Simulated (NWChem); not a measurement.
Species: methyl formate (C$_{2}$H$_{4}$O$_{2}$); SMILES COC=O

```xyz
8

C     -0.5094    -1.3186     0.0026
O      0.6764    -0.5380     0.0014
C      0.5040     0.7806     0.0002
O     -0.5523     1.3438    -0.0002
H     -1.1154    -1.1114    -0.8919
H     -0.1891    -2.3667     0.0086
H     -1.1198    -1.1023     0.8919
H      1.4961     1.2788    -0.0003
```
Atoms are numbered in this order, from 1.

All runs: NWChem. The geometry was optimised at PBE0/def2-SVP. COSMO at B3LYP/def2-SVP, default radii, gas-phase geometry; f = (ε − 1)/ε scales the surface charges.

```
row            f  electrostatic solvation energy (kcal/mol)
--------  ------  -----------------------------------------
ε = 2.0   0.5000                                      -2.38
ε = 11.7  0.9145                                   withheld
ε = 25.0  0.9600                                      -4.86
ε = 46.7  0.9786                                      -4.97
ε = 78.4  0.9872                                      -5.02
```

### Question
Fit a straight line of the last column on the one before it, predict the withheld value, and compare with the run.

### Answer

1. Means of the 4 shown rows: x = 0.85645, y = -4.308. Slope Σ(x − x̄)(y − ȳ)/Σ(x − x̄)² = -0.9184/0.1698 = -5.409; intercept 0.325.
2. The shown rows scatter about the line by 0.005 (root mean square); the largest residual is +0.01, at ε = 25.0.
3. At x = 0.9145 (ε = 11.7; inside the shown range) the line gives -4.62.
4. The run gives -4.60, +0.02 from the line.
